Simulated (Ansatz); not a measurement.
# BO, doublet: up the ladder of correlation methods

Program: Ansatz, Gaussian basis, development build; BCCD by scripts on PySCF. Settings: STO-3G; 2 core orbitals frozen; no relativity. Perturbation and coupled-cluster methods stand on the Hartree–Fock determinant that coupled cluster favours; RHF here means ROHF, with semicanonical perturbation theory. The state met can change along the bond. Small basis; these aren't basis-limit values. The unrestricted determinant is a mixture of spins, so it may stand for another state.

Correlation energy of CCSD(T), then each method's total less that of CCSD(T), in eV:

```json
{"case": "1.265 Å RHF", "E corr CCSD(T)": "-3.944", "CCSD": "+0.290", "BCCD": "+0.388", "BCCD(T)": "-0.003", "determinant": "–"}
{"case": "1.506 Å RHF", "E corr CCSD(T)": "-5.097", "CCSD": "+0.704", "BCCD": "+0.893", "BCCD(T)": "-0.005", "determinant": "1.00 eV over the lowest such Hartree–Fock solution met"}
{"case": "1.506 Å UHF", "E corr CCSD(T)": "-3.658", "CCSD": "+0.166", "BCCD": "+0.578", "BCCD(T)": "-0.088", "determinant": "⟨S²⟩ = 1.549, 0.06 eV over the lowest such Hartree–Fock solution met"}
{"case": "1.808 Å RHF", "E corr CCSD(T)": "-2.755", "CCSD": "+0.165", "BCCD": "+0.256", "BCCD(T)": "-0.003", "determinant": "–"}
{"case": "2.410 Å RHF", "E corr CCSD(T)": "-4.713", "CCSD": "+0.040", "BCCD": "+0.041", "BCCD(T)": "+0.012", "determinant": "–"}
{"case": "3.615 Å UHF", "E corr CCSD(T)": "-1.088", "CCSD": "0.000", "BCCD": "0.000", "BCCD(T)": "-0.042", "determinant": "⟨S²⟩ = 1.750"}
```

**Question.** How far does full CI lie from CCSD(T) in each case, and where is CCSD(T) within 1 kcal/mol (0.043 eV)?

**Answer.** 1.265 Å RHF: -0.014 eV (within); 1.506 Å RHF: +0.014 eV (within); 1.506 Å UHF: -0.191 eV (outside, spin-contaminated determinant); 1.808 Å RHF: -0.104 eV (outside); 2.410 Å RHF: -0.110 eV (outside); 3.615 Å UHF: -0.007 eV (within, spin-contaminated determinant).

**Question.** Which method comes nearest to full CI in total energy for 1.265 Å RHF?

**Answer.** BCCD(T), 0.011 eV away; next CCSD(T) (0.014 eV), last BCCD (0.402 eV).

Several Brueckner solutions were met.
